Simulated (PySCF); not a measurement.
NICS in rings of unrelated molecules.

NICS = −σ at a ghost point: NICS(0) at the centroid of the ring atoms, NICS(1) 1 Å to either side along the normal of their mean plane, zz for the tensor component along that normal. Level: GIAO PBE0/pcSseg-1 (PySCF, non-relativistic, gas phase) on the GFN2-xTB geometries, one conformer each. Atom numbers follow the mapped SMILES.

Question: Order these rings by mean NICS(1)zz, lowest (most negative) first (ppm).
A. ring C4–C5–C6–C7 in `[CH3:1][CH2:2][O:3][CH:4]1[CH2:5][CH2:6][CH2:7]1`
B. ring C2–C3–P4–C5–O7 in `[CH3:1][c:2]1[cH:3][p:4][c:5]([F:6])[o:7]1`
C. ring C2–C3–C4–C5–C6–C7 in `[F:1][c:2]1[cH:3][cH:4][cH:5][cH:6][cH:7]1`
D. ring C5–C6–C8–P9–C10 in `[F:1][C:2]([F:3])([F:4])[C:5]1=[C:6]([SiH3:7])[CH2:8][PH:9][CH2:10]1`
E. ring Si7–C8–Si9–Si10 in `[F:1][CH:2]([F:3])[C:4]([F:5])([F:6])[Si@@H:7]1[CH2:8][SiH2:9][SiH2:10]1`
F. ring C3–C4–C5–C6–S7 in `[H]/[N:1]=[CH:2]\[c:3]1[cH:4][cH:5][cH:6][s:7]1`
G. ring Si4–C5–C6–Si7–N8 in `[CH3:1]/[CH:2]=[CH:3]\[Si@@H:4]1[CH:5]=[CH:6][SiH2:7][NH:8]1`

Answer: C (-28.9), F (-26.5), B (-21.1), G (-3.5), D (-1.7), A (3.5), E (4.6).

| SMILES | ring | NICS(0) | NICS(1) | NICS(1)zz | HOMA | rms pucker (Å) | ring atoms with four or more neighbours |
| --- | --- | --- | --- | --- | --- | --- | --- |
| Fc1ccccc1 | 6-membered carbocycle; formal bonds all aromatic | -10.3 | -11.5 | -28.9 | 1.00 | 0.00 | 0 |
| [H]/N=C\c1cccs1 | 5-membered ring with S; formal bonds all aromatic | -12.1 | -11.4 | -26.5 | 0.84 | 0.00 | 0 |
| Cc1cpc(F)o1 | 5-membered ring with O and P; formal bonds all aromatic | -11.3 | -9.5 | -21.1 | 0.46 | 0.00 | 0 |
| C/C=C\[Si@@H]1C=C[SiH2]N1 | 5-membered ring with N and 2 Si; formal bonds 1 double, 4 single | -3.3 | -2.5 | -3.5 | – | 0.00 | 2 |
| FC(F)(F)C1=C([SiH3])CPC1 | 5-membered ring with P; formal bonds 1 double, 4 single | -2.7 | -3.5 | -1.7 | – | 0.12 | 2 |
| CCOC1CCC1 | 4-membered carbocycle; formal bonds all single | -0.4 | -0.8 | 3.5 | – | 0.08 | 4 |
| FC(F)C(F)(F)[Si@@H]1C[SiH2][SiH2]1 | 4-membered ring with 3 Si; formal bonds all single | 1.0 | -0.8 | 4.6 | – | 0.08 | 4 |

NICS(0) gives another order. The isotropic NICS(1) gives another order. HOMA uses Krygowski's 1993 parameters; it is left out where a ring has a four-coordinate atom, a triple bond, no multiple bond or a kind of bond without parameters. NICS(1) and NICS(1)zz are means over the two faces.
